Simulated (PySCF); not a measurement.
# Dipole moment and polarisability of dichlorofluoromethane

Dichlorofluoromethane, CHCl2F.
Geometry (GFN2-xTB, Å), atoms numbered from 1 in this order:
```
atom  x, y, z in Å
F1    -0.0661    1.1471   -0.7700
C2     0.0037    0.1035    0.0700
Cl3    1.4648   -0.8339   -0.2893
Cl4   -1.4472   -0.8963   -0.1248
H5     0.0534    0.4825    1.0969
```

Level: CAM-B3LYP/def2-SVPD (PySCF), static field, nuclei fixed, core orbitals frozen in the response. The polarisability tensor in these axes (au):

```
x   53.02  0.26 -0.96
y    0.26 40.83  0.03
z   -0.96  0.03 36.06
```

Q: Diagonalise the tensor; give its mean and Δα, where Δα² is half the sum of the squared differences of the eigenvalues.

A: Principal values 36.01, 40.83 and 53.08 au; mean 43.30 au = 6.42 Å³ = 7.14 × 10⁻⁴⁰ C²·m²/J; Δα = 15.24 au (35 % of the mean).

Q: What is the dipole moment, and where does it point?

A: (0.07, 0.23, 1.31) D, 1.33 D in size, pointing from the negative to the positive side. Measured along this direction, the outermost atoms are F1 at the negative end and H5 at the positive end.

Q: In TDDFT the mean static polarisability is Σ f/ω² over all singlet excitations (ω in hartree). How much of it do the 8 lowest give? Their energies (eV) and oscillator strengths: 7.11, 0.0146; 7.43, 0.0032; 7.43, 0.0003; 7.84, 0.0007; 8.55, 0.0010; 8.77, 0.0008; 8.90, 0.0201; 8.93, 0.0631.

A: They add up to 1.06 au, 2.5 % of the 43.30 au; the largest single term is 0.59 au, from the state at 8.93 eV. Terms in order: 0.21, 0.04, 0.00, 0.01, 0.01, 0.01, 0.19, 0.59 au. Higher excitations give the rest. The strengths listed sum to 0.104.

Q: Estimate the molar refractivity from the static electronic polarisability.

A: Lorentz–Lorenz: R = (4π/3)N_A α = 2.5225 cm³/(mol·Å³) × 6.42 Å³ = 16.2 cm³/mol, in the limit of long wavelengths.

Q: Rayleigh depolarisation ratio (linearly polarised light, static tensor)?

A: ρ = 3Δα²/(45ᾱ² + 4Δα²) = 696.8/(84387 + 929.1) = 0.00817.

Q: What would n − 1 = 2πNα be for an ideal gas of these molecules at 273.15 K and 1 atm, electronic part alone?

A: N = p/kT = 2.6868 × 10¹⁹ cm⁻³, so n − 1 = 2π × N × 6.42 × 10⁻²⁴ cm³ = 1083 × 10⁻⁶ at long wavelengths, for an ideal gas.

Q: Find the Langevin capture rate constant for H3O+ (19.018 u) meeting this molecule (101.944 u), k = 2.342 × 10⁻⁹ cm³/s × √(α in Å³ / reduced mass in u).

A: The reduced mass is 16.03 u, so k = 1.48 × 10⁻⁹ cm³/s. The formula leaves out the permanent dipole, which adds to the capture rate.

Isolated species at its GFN2-xTB geometry, gas phase.

The run behind these numbers computed excited states as well. Hardware: one thread of an Arm Neoverse V1, on a shared host. Cost: 7.3 s wall.
